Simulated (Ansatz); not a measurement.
# CSi2: the cost of one run

Computed with Ansatz 0.2.0, Gaussian basis. Level: def2-QZVPP, core rule «outside noble gas», up to 11 orbitals frozen.

Plan: UHF; ROHF; CCSD(T) on UHF.

2 further runs of the same task are left out: 2 set aside as unsound or not needed.

### 1 The system

The geometry is a PBE0/def2-TZVP stationary point (not a proven minimum) of the parent state, kept for this charge and spin.

3 atoms, charge 0, spin multiplicity 3.

Atoms are counted from 1 here; the program's logs count them from 0.

Bond lengths: Si1–C2 1.686 Å, C2–Si3 1.686 Å. Angles: Si1–C2–Si3 180.0°.

### 2 UHF

in.yaml reads:

```yaml
crystal:
  periodic: [false, false, false]
  atoms:
    - {symbol: Si, position_ang: [0.000000, 0.000000, 1.685600]}
    - {symbol: C, position_ang: [0.000000, 0.000000, 0.000000]}
    - {symbol: Si, position_ang: [0.000000, 0.000000, -1.685600]}
basis:
  gaussian: {orbitals: "def2-QZVPP.json"}
magnetization: {spin_polarized: true, initial_magnetization: 2}
hamiltonian: {xc: hf}
output: {orbitals: {seedname: orbitals}}
```

On the command line:

```sh
$ ansatz run in.yaml --threads 1 --pin off --events-out ev --progress --plain --max-ram 2393MiB
```

Q: Estimate wall time and peak memory on 1 thread of Intel Xeon 6975P-C, shared host.

About 41 s, with a peak of 0.56 GiB.
